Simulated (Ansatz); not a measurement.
This Ansatz (an electronic-structure program) input (CCSD(T)/cc-pVTZ) gives -55.80695 Eh with 58 basis functions. A basis named .json is the Basis Set Exchange file of that set (core-valence sets with the plain set on hydrogen).

Ansatz 0.2 input:
```yaml
crystal:
  periodic: [false, false, false]
  atoms:
    - {symbol: N, position_ang: [0.00456047, 0.00186225, 0.14178543]}
    - {symbol: H, position_ang: [-0.02755881, 0.79955398, -0.50646319]}
    - {symbol: H, position_ang: [-0.00436445, -0.81258975, -0.48603483]}
basis:
  gaussian:
    orbitals: cc-pVTZ
magnetization: {spin_polarized: true, initial_magnetization: 1}
correlation: {method: ccsd_t, frozen_orbitals: {H: 0, N: 0}}
```

Change:
```diff
- orbitals: cc-pVTZ
+ orbitals: cc-pCVDZ.json
```

Question: What does the run give now?

Answer: -55.77252 Eh (CCSD(T)/cc-pCVDZ, 28 functions), a change of +34.43 mEh.
